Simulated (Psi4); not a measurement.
Psi4 input (wB97X-D/6-31G*):

```
memory 1500 MB

molecule {
-1 1
C     0.08837911    0.08579245    0.08813120
H    -0.59583251   -0.58847006    0.64981294
H     0.64811021   -0.59179503   -0.59439216
H    -0.58255235    0.66551036   -0.58420799
symmetry c1
no_reorient
no_com
}

set {
  basis 6-31G*
  reference rks
  scf_type pk
  dft_radial_points 99
  dft_spherical_points 590
  e_convergence 1e-8
  d_convergence 1e-7
  maxiter 150
}

e = energy('wb97x-d')
print_out(f'\nFINAL {e:.10f} DIPOLE {variable("CURRENT DIPOLE")[0]:.6f} {variable("CURRENT DIPOLE")[1]:.6f} {variable("CURRENT DIPOLE")[2]:.6f}\n')
```

From the last part of the output:

```
   @RKS iter   5:   -39.77281827639372   -3.98581e-05   5.35492e-05 DIIS
   @RKS iter   6:   -39.77282291272782   -4.63633e-06   1.89210e-05 DIIS
   @RKS iter   7:   -39.77282356107967   -6.48352e-07   2.37202e-06 DIIS
   @RKS iter   8:   -39.77282356830197   -7.22230e-09   2.00095e-07 DIIS
   @RKS iter   9:   -39.77282356832102   -1.90497e-11   1.62425e-08 DIIS
  Energy and wave function converged.

  ==> Post-Iterations <==

   Electrons on quadrature grid:
      Ntotal   =   10.0000000735 ; deviation = 7.351e-08

    Orbital Energies [Eh]
    ---------------------

    Doubly Occupied:

       1A     -9.930529     2A     -0.427234     3A     -0.139543
       4A     -0.139542     5A      0.066088

    Virtual:

       6A      0.458377     7A      0.533749     8A      0.533749
       9A      0.932519    10A      0.932519    11A      0.998582
      12A      1.283600    13A      1.283601    14A      1.307347
      15A      1.374515    16A      2.124315    17A      2.124318
      18A      2.292297    19A      2.678256    20A      2.678257
      21A      4.550300

    Final Occupation by Irrep:
              A
    DOCC [     5 ]
    NA   [     5 ]
    NB   [     5 ]

  @RKS Final Energy:   -39.77282356832102

   => Energetics <=

    Nuclear Repulsion Energy =              9.4621940603445225
    One-Electron Energy =                 -74.3377693192444440
    Two-Electron Energy =                  29.5751803391612320
    DFT Exchange-Correlation Energy =      -4.4722406339777860
    Empirical Dispersion Energy =          -0.0001880146045484
    VV10 Nonlocal Energy =                  0.0000000000000000
    Total Energy =                        -39.7728235683210087

Computation Completed

Properties will be evaluated at   0.000000,   0.000000,   0.000000 [a0]

Properties computed using the SCF density matrix

 Multipole Moments:

 ------------------------------------------------------------------------------------
     Multipole            Electronic (a.u.)      Nuclear  (a.u.)        Total (a.u.)
 ------------------------------------------------------------------------------------

 L = 1.  Multiply by 2.5417464519 to convert [e a0] to [Debye]
 Dipole X            :         -0.4275977            0.0000000           -0.4275977
 Dipole Y            :         -0.4150779           -0.0000001           -0.4150779
 Dipole Z            :         -0.4263943           -0.0000000           -0.4263944
 Magnitude           :                                                    0.7327630

 ------------------------------------------------------------------------------------

FINAL -39.7728235683 DIPOLE -0.427598 -0.415078 -0.426394

*** Psi4 exiting successfully. Buy a developer a beer!
```

The dipole moment of an ion depends on the origin.
